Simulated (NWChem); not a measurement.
Correlation energy of hydrogen peroxide (H2O2)

SMILES: OO
```xyz
4

O     -0.2942     0.6453    -0.0547
O      0.2942    -0.6453    -0.0547
H      0.3673     1.1503     0.4376
H     -0.3673    -1.1503     0.4376
```
Charge 0, spin multiplicity 1.

Everything below was run with NWChem. The geometry was optimised at PBE0/def2-SVP, a minimum by its harmonic frequencies. It is one conformer; others weren't searched.

Basis set: cc-pVDZ. Each correlation energy counts from its own Hartree-Fock reference.

| method | correlation energy (mHa) | difference from CCSD(T) |
|---|---|---|
| RI-MP2 | -384.2 | +23.0 |
| MP2 | -384.2 | +23.0 |
| SCS-MP2 | -375.9 | +31.3 |
| CR-CCSD[T] | -405.9 | +1.3 |
| CR-CCSD(T) | -405.7 | +1.6 |
| CCSD | -398.4 | +8.8 |
| CCSD+T(CCSD) | -407.5 | -0.3 |
| CCSD(T) | -407.2 | 0.0 |

The values span 31.6 mHa, from CCSD+T(CCSD) (lowest) to SCS-MP2 (highest). 

The correlated methods keep 2 core orbitals frozen. No row is a measurement; the coupled-cluster row has its own basis-set and correlation limits.
